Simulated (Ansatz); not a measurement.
Basis-set extrapolation for AlF2, SMILES `[F][Al][F]` radical (PBE0-D4/def2-TZVP geometry, frozen core, the Gaussian-basis code of Ansatz). Multiplicity 2, UHF reference.

```
                      def2-TZVPP   def2-QZVPP
                 HF  -441.020960  -441.039059
    MP2 correlation    -0.556176    -0.610340
CCSD(T) correlation    -0.571721    -0.625115
```

Energies in hartree. Use E(X) = E(∞) + A·exp(−7.88·√X) for Hartree–Fock and E(X) = E(∞) + B·X^(−2.97) for correlation, with X = 3 and 4.

Problem. What is the CCSD(T) energy at the basis-set limit?

Solution. HF limit: -441.039059 + (-0.018099) × 0.13774 = -441.04155. Correlation limit: -0.625115 + (-0.053394) × 0.74074 = -0.66467. Total: -441.70622 hartree, 298.1 kJ/mol below CCSD(T)/def2-TZVPP.
